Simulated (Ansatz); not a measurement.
Ideal-gas functions of fluoromethane, CH3F at 500 K and 1 bar, from an Ansatz frequency run at PBE0-D4/def2-TZVP.

Molar mass 34.03 g/mol, point group C3v (symmetry number 3), electronic degeneracy 1, moments of inertia 3.222, 19.521, 19.521 u Å². Harmonic wavenumbers (cm⁻¹, unscaled): 1097, 1199, 1199, 1485, 1489, 1489, 3043, 3131, 3131.

Use S(trans) = R[1.5 ln M + 2.5 ln T − 1.1517]; rotational temperatures θ = 24.2544 K / I; S(rot) = R[ln(√π/σ · √(T³/θAθBθC)) + 1.5]; for each mode x = 1.438777 ν̃/T, S = R[x/(eˣ − 1) − ln(1 − e⁻ˣ)] and H = RT x/(eˣ − 1); 1 cm⁻¹ = 0.0119627 kJ/mol; R = 8.31446 J/(mol·K).

**Question.** By hand: the entropy, in J/(mol·K).

**Answer.** Translation 163.6. Rotation: θ = 7.5277, 1.2425, 1.2425 K, giving 75.4. Vibration, mode by mode: 1.53, 1.21, 1.21, 0.62, 0.61, 0.61, 0.01, 0.01, 0.01, in all 5.8. Electronic 0.0. Sum 244.8 J/(mol·K).

**Question.** By hand: H − E and G − E in kJ/mol, counted from the electronic energy.

**Answer.** Zero-point energy ½ × 17263 × 0.0119627 = 103.3; thermal vibration 2.3; translation, rotation and pV give 4 RT = 16.6. H − E = 122.2 kJ/mol, and G − E = 122.2 − 500 × 244.8/1000 = -0.2 kJ/mol.

Vibration gives 2 % of the entropy; all modes have x over 3 and are hardly excited.
